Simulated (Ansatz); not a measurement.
Ideal-gas functions of C2H4FNO, SMILES `N=C(F)CO` at 800 K and 1 bar, from an Ansatz frequency run at PBE0-D4/def2-TZVP.

Molar mass 77.06 g/mol, point group C1 (symmetry number 1), electronic degeneracy 1, moments of inertia 50.055, 129.632, 174.722 u Å². Harmonic wavenumbers (cm⁻¹, unscaled): 135, 264, 293, 468, 521, 624, 904, 914, 994, 1037, 1137, 1211, 1299, 1388, 1425, 1470, 1819, 3041, 3099, 3522, 3866.

Use S(trans) = R[1.5 ln M + 2.5 ln T − 1.1517]; rotational temperatures θ = 24.2544 K / I; S(rot) = R[ln(√π/σ · √(T³/θAθBθC)) + 1.5]; for each mode x = 1.438777 ν̃/T, S = R[x/(eˣ − 1) − ln(1 − e⁻ˣ)] and H = RT x/(eˣ − 1); 1 cm⁻¹ = 0.0119627 kJ/mol; R = 8.31446 J/(mol·K).

By hand: the entropy, in J/(mol·K).

Translation 183.6. Rotation: θ = 0.4846, 0.1871, 0.1388 K, giving 118.8. Vibration, mode by mode: 20.10, 14.59, 13.74, 9.99, 9.15, 7.78, 5.13, 5.06, 4.51, 4.24, 3.68, 3.31, 2.92, 2.58, 2.45, 2.30, 1.39, 0.23, 0.21, 0.11, 0.06, in all 113.5. Electronic 0.0. Sum 415.9 J/(mol·K).

By hand: H − E and G − E in kJ/mol, counted from the electronic energy.

Zero-point energy ½ × 29431 × 0.0119627 = 176.0; thermal vibration 49.0; translation, rotation and pV give 4 RT = 26.6. H − E = 251.6 kJ/mol, and G − E = 251.6 − 800 × 415.9/1000 = -81.1 kJ/mol.

Vibration gives 27 % of the entropy, 20.1 J/(mol·K) of it from the mode under 150 cm⁻¹: soft modes count most, and the harmonic formula is weakest for them. The sum counts one conformer and one mirror image; others add a mixing term.
